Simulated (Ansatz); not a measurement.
in.yaml

```yaml
crystal:
  periodic: [false, false, false]
  atoms:
    - {symbol: Sn, position_ang: [0.000000, 0.000000, 0.000000]}
    - {symbol: H, position_ang: [0.000000, 0.000000, 2.840000]}
basis:
  gaussian: {orbitals: def2-SVPD}
total_charge: -1
magnetization: {spin_polarized: false, initial_magnetization: 2}
correlation: {method: sc_nevpt2, electrons: valence, active_space: {window: {electrons: 6, orbitals: 4}}}
```

```sh
$ ansatz run in.yaml --threads 1 --pin off --events-out ev --progress --plain --max-ram 2393MiB
```

Task: Roughly how long does this take on 1 thread of AMD EPYC, shared host, and how much host memory?

Result: 2 s wall and 0.15 GiB.

```
505 factors; integrals over basis functions are off by at most 2.2e-4 eV
mean field evaluation 1: about -5818.7980 eV, gradient 1.0e1 eV
mean field evaluation 2: about -5818.8032 eV, gradient 1.0e1 eV
mean field evaluation 4: about -5819.5896 eV, gradient 7.8e-1 eV
mean field evaluation 8: about -5819.5971 eV, gradient 1.8e-1 eV
mean field evaluation 16: about -5819.4793 eV, gradient 1.6e0 eV
mean field -5819.59750709 eV, -213.8662637206 hartree, gradient 1.5e-6 eV, S^2 2.000000; 2 other end points of the search recorded, 0 dependent functions left out
reference -5819.59750709 eV, -213.8662637206 hartree; 13, 11 occupied and 27, 29 virtual orbitals, 505 factors
state -5819.59750709 eV, -213.8662637206 hartree
state -5819.59750709 eV, -213.8662637206 hartree; corrected -5821.95867766 eV, -213.9530351386 hartree
Total energy: -5821.95867766 eV, -213.9530351386 hartree
```

Natural occupations: 2.0000 2.0000 1.0000 1.0000.
